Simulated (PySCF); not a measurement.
This PySCF input asks for the NMR shieldings of `[OH][Na]`, HNaO; the geometry comes from PBE0-D3(BJ)/def2-TZVP.

```python
import basis_set_exchange as bse
import numpy as np
from pyscf import gto, dft
from pyscf.prop import nmr

atoms = """
O    -0.321089   -0.042097    0.023484
Na    1.591847    0.158598   -0.110623
H    -1.264697   -0.151375    0.068086
"""
names = dict.fromkeys(["O", "Na", "H"], "pcSseg-2")
basis = {el: gto.basis.parse(bse.get_basis(n, elements=[el], fmt="nwchem")) for el, n in names.items()}
mol = gto.M(atom=atoms, basis=basis, charge=0, verbose=0)
mf = dft.RKS(mol, xc="PBE0")
mf.grids.level = 2
mf.grids.alignment = dft.numint.BLKSIZE   # the property module wants whole blocks of grid points
mf.conv_tol = 1e-9
mf.kernel()

calc = nmr.RKS(mf)   # GIAO
C = mf.mo_coeff
Co = C[:, mf.mo_occ > 0]
resp = mf.gen_response(singlet=True, hermi=2)
def vind(x):   # induced exchange potential for any number of trial vectors
    d = np.einsum("pi,xij,qj->xpq", C, 2 * x.reshape(-1, C.shape[1], Co.shape[1]), Co, optimize=True)
    return np.einsum("xpq,pi,qj->xij", resp(d - d.transpose(0, 2, 1)), C, Co, optimize=True).ravel()
mo1, _ = nmr.rhf.solve_mo1(calc, with_cphf=vind)
sigma = calc.kernel(mo1)
for i, s in enumerate(sigma):   # ppm
    print("%2d %-2s %9.2f" % (i, mol.atom_pure_symbol(i), np.trace(s) / 3))
```

Problem. What does it print?

Solution. 
```
 0 O     385.46
 1 Na    574.37
 2 H      33.57
```

These numbers come from an equivalent density-fitted implementation of the same equations, which agrees with the script to about 0.01 ppm for H and up to a few tenths of a ppm for heavy atoms, so last digits may differ.

Size and cost of the density-fitted run: 78 basis functions, 2.5 s wall time on 1 thread of an Intel Xeon Platinum 8488C, shared host; peak memory 0.32 GiB.
